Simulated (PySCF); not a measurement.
C₄H₆FN.
SMILES with atom numbers: `[CH2:1]=[C:2]([F:3])/[N:4]=[CH:5]\[CH3:6]` (hydrogens: H7, H8 on C1; H9 on C5; H10, H11, H12 on C6)

Method: PBE0-D3(BJ)/def2-SVP geometry optimisation, gas phase in PySCF 2.14.0.

List the bond lengths, angles and torsions at this level.

```csv
bond,length (Å)
C1=C2,1.338
C2–F3,1.350
C2–N4,1.368
N4=C5,1.275
C5–C6,1.497
C1–H7,1.088
C1–H8,1.090
C5–H9,1.103
"C6–H10, C6–H11",1.097
C6–H12,1.104
```

Bonds in one row agree within 0.01 Å and their mean is given. A selection of angles:
```csv
angle,degrees
C2–C1–H7,118.8
C2–C1–H8,120.6
H7–C1–H8,120.6
C1–C2–F3,118.8
C1–C2–N4,122.9
F3–C2–N4,118.3
C2–N4–C5,126.6
N4–C5–C6,131.3
N4–C5–H9,114.3
C6–C5–H9,114.3
C5–C6–H10,113.6
C5–C6–H11,109.3
H10–C6–H11,110.0
H10–C6–H12,108.0
H11–C6–H12,106.4
```

Torsions: C1–C2–N4–C5 170° (antiperiplanar); C2–N4–C5–C6 -2° (synperiplanar). The mirror-image conformer, all signs reversed, is as good.

Of the pairs four or more bonds apart, F3···H10 is among the closest relative to their van der Waals radii: 2.21 Å, 83 % of the sum of Bondi's values. The C–C distances run from 1.338 Å (C1=C2, drawn double) to 1.497 Å (C5–C6, drawn single), a spread of 0.159 Å. The C–N distances run from 1.275 Å (N4=C5, drawn double) to 1.368 Å (C2–N4, drawn single), a spread of 0.093 Å.

Point group: C1 (no symmetry element, even within 0.4 Å). Stationary, but not proved a minimum. The numbers are those of one conformer.

The run took 35 s on one thread, Arm Neoverse N1 (aarch64), shared host, and the process peaked at 0.49 GiB of memory. These figures are those of the optimisation.
